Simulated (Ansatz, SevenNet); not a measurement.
For fcc Sr, the machine-learned potential SevenNet-0 (trained on PBE and PBE+U data) gives:

```
Property                           Value
------------------------------  --------
equilibrium lattice constant a   6.033 Å
elastic constant C11            17.8 GPa
elastic constant C44            11.2 GPa
Voigt–Reuss–Hill shear modulus  7.38 GPa
```

### Question
What does HSE06 (Ansatz, a quantum-chemistry and plane-wave program, PAW) give for the same quantities?

### Answer

- lattice constant a: 6.119 Å (goes up by 1.4 %)
- elastic constant C11: 15.7 GPa (drops by 12 %)
- elastic constant C44: 10.9 GPa (falls by 2.7 %)
- Voigt–Reuss–Hill shear modulus: 6.58 GPa (decreases by 11 %)

For comparison: lattice constant a 6.045 Å (measured, low-temperature or extrapolated to 0 K; zero-point anharmonic expansion removed; as tabulated in Csonka et al. (2009), arXiv:0903.4037); elastic constant C11 15 GPa (measured, temperature not stated, not corrected to a static lattice; as tabulated in Mehl and Papaconstantopoulos (1996), arXiv:mtrl-th/9602003).

Changes are worked out from the printed values.

Unless a cell is named, each level is at its own relaxed cell (SevenNet-0 54.90, HSE06 57.28 Å³/atom).

Caveats: hybrids on metals are sensitive to the k mesh (HSE06). Ansatz's density-functional and Hartree–Fock values are scalar-relativistic unless marked +SOC, with PAW data made under PBE.
